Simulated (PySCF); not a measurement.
Question: Write Cartesian coordinates for InChI=1S/C5H4O/c6-5-3-1-2-4-5/h1-4H as optimised with GFN2-xTB.

Answer: 
```
atom  x, y, z in Å
O1     2.4068    0.2616   -0.1832
C2     1.2134    0.1319   -0.0939
C3     0.1854    1.2110    0.0571
C4    -1.0137    0.6325    0.1202
C5    -0.8622   -0.8353    0.0167
C6     0.4284   -1.1438   -0.1087
H7     0.4343    2.2535    0.1019
H8    -1.9691    1.1137    0.2297
H9    -1.6986   -1.5106    0.0436
H10    0.8844   -2.1098   -0.2060
```

Orientation and origin are arbitrary. Atoms count from 1 in this order. The C–C distances run from 1.333 Å (C3=C4, drawn double) to 1.498 Å (C2–C3, drawn single), a spread of 0.165 Å. The 5-membered ring C2–C3–C4–C5–C6 has internal angles of 104.8° to 109.6°; it is planar, 0.00 Å rms from its mean plane, widest ring torsion 0°. The 6 heavy atoms lie in one plane (0.000 Å rms).

Bonds between heavy atoms (Å): O1=C2 1.204, C2–C3 1.498, C3=C4 1.333, C4–C5 1.479, C5=C6 1.333, C2–C6 1.498.

Computed geometry: GFN2-xTB, gas phase.

Point group: C2v (every atom within 0.08 Å of its image). Whether it is a minimum is left open (no frequencies).
